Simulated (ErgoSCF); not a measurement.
**SiH3F (SMILES F[SiH3]): UBP86/Ahlrichs VDZ (Cartesian functions)**

What is the vertical electron affinity of SiH3F at UBP86/Ahlrichs VDZ (Cartesian functions)? 

The results are computed with ErgoSCF 3.8.

7 further runs of the same task are left out: 5 that didn't finish, 2 set aside as unsound or not needed.

### Step 1. The structure to begin with

SiH3F: 5 atoms, total charge 0, spin state singlet. SMILES: `F[SiH3]`. Geometry: relaxed at PBE0-D4/def2-TZVP.

Bond lengths: F1–Si2 1.600 Å, Si2–H3 1.482 Å, Si2–H4 1.482 Å, Si2–H5 1.482 Å. Angles: F1–Si2–H3 108.3°, F1–Si2–H4 108.3°, F1–Si2–H5 108.3°, H3–Si2–H4 110.6°, H3–Si2–H5 110.6°, H4–Si2–H5 110.6°.

### Step 2. The energy at UBP86/Ahlrichs VDZ (Cartesian functions)

run.inp reads:

```
set_nthreads(1)
charge = 0
use_6_d_functions = 1
basis = "Ahlrichs-VDZ"
scf.output_mulliken_pop = 1
scf.starting_guess_disturbance = 0.1
XC.type = "GC2"
scf.force_unrestricted = 1
tmpdir = "."
scf.convergence_threshold = 1e-06
scf.max_number_of_iterations = 80
scf.use_diagonalization = 1
molecule_inline Angstrom
F     -1.274600     0.162800     0.858000
Si     0.043300    -0.019300    -0.030700
H     -0.367800    -0.192600    -1.443700
H      0.768600    -1.217900     0.451600
H      0.880500     1.193400     0.123400
EOF
run "BP86"
```

Started as:

```bash
$ ergo < run.inp
```

Log:

```text
[...]
INMA  use_6_d_functions := 1
[...]
INSC Energy   1 =       -264.34500350427
[...]
INDE E_LUMO =         -0.01931013908
[...]
INSC Energy  15 =       -390.97025176335  ( diff     -0.000000000049852 )
[...]
RESC CONVERGED after  15 iterations.
RESC FINAL ENERGY:       -390.97025176335
RESC FINAL <S2> =          0.00000000000
[...]
INSC SCF: dipole_moment_x [atomic units] =       0.58826656
INSC SCF: dipole_moment_y [atomic units] =      -0.08122781
INSC SCF: dipole_moment_z [atomic units] =      -0.39658613
[...]
```

It took 2.1 s on 1 thread of Arm Neoverse V1, shared host.

### Step 3. The doublet anion, same level

run.inp reads:

```
set_nthreads("env")
molecule_inline Angstrom
F  -1.274600 0.162800 0.858000
Si 0.043300 -0.019300 -0.030700
H  -0.367800 -0.192600 -1.443700
H  0.768600 -1.217900 0.451600
H  0.880500 1.193400 0.123400
EOF
use_6_d_functions = 1
basis = "Ahlrichs-VDZ"
XC.type = "GC2"
spin_polarization = 1
scf.starting_guess_disturbance = 0.1
scf.convergence_threshold = 1e-06
scf.output_mulliken_pop = 1
tmpdir = "."
charge = -1
scf.max_number_of_iterations = 80
scf.use_diagonalization = 1
run "BP86"
```

Started as:

```bash
$ ergo < run.inp
```

Log:

```text
[...]
INMA  use_6_d_functions := 1
[...]
INSC Energy   1 =       -271.14324771359
[...]
INDE E_LUMO =          0.23149131068
[...]
INSC Energy  21 =       -390.88704846164  ( diff     -0.000000001061039 )
[...]
RESC CONVERGED after  21 iterations.
RESC FINAL ENERGY:       -390.88704846164
RESC FINAL <S2> =          0.75143937130
[...]
INSC SCF: dipole_moment_x [atomic units] =       0.38099622
INSC SCF: dipole_moment_y [atomic units] =      -0.02742953
INSC SCF: dipole_moment_z [atomic units] =      -0.25396815
[...]
```

Wall time 2.8 s (1 thread of Arm Neoverse V1, shared host).

### Step 4. What came out

Level: UBP86/Ahlrichs VDZ (Cartesian functions).

| quantity | value |
| --- | --- |
| singlet SiH3F: total energy | -390.97025 Eh |
| singlet SiH3F: dipole moment | 1.82 D |
| doublet anion: total energy | -390.88705 Eh |
| doublet anion: ⟨S²⟩ | 0.751 |
| vertical electron affinity (to the doublet anion) | -2.264 eV |

The anion lies 2.26 eV (52 kcal/mol) above the neutral: the electron isn't bound at this level, and such a value depends on the basis. Without diffuse functions anions come out too high.
